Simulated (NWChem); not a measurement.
sulfur dioxide (SO$_{2}$); SMILES O=S=O

Computed with NWChem. Structure relaxed at the PBE0/def2-SVP level.

**Question.** Order these by “highest occupied level (eV)”, lowest first: PBE/def2-TZVP; PBE/def2-SVP; PBE/def2-QZVP.

**Answer.** PBE/def2-QZVP (-8.06), PBE/def2-TZVP (-7.93), PBE/def2-SVP (-7.58)
